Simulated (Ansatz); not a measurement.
## Ansatz (development build ahead of 0.2.0) run

```yaml
crystal:
  periodic: [false, false, false]
  atoms:
    - { symbol: C, position_ang: [0.0, 0.0, 0.0] }
    - { symbol: O, position_ang: [0.0, 0.0, 2.23] }
basis:
  gaussian: { orbitals: "6-31G" }
total_charge: 1
magnetization:
  spin_polarized: true
  initial_magnetization: 1
hamiltonian:
  xc: hf
output:
  forces: true
```

The input is written out in the form of the current development build from the run's settings.

The run gave:

```yaml
Converged: yes
Total_energy: -112.09141 hartree
Spin_squared_of_the_determinant: 1.881
Stability_test: minimum
```

Forces (eV/Å):
| atom | Fx | Fy | Fz |
| --- | --- | --- | --- |
| C1 | 0.000 | 0.000 | 0.666 |
| O2 | 0.000 | 0.000 | -0.666 |

Caution: the unrestricted determinant is a mixture of spin states.
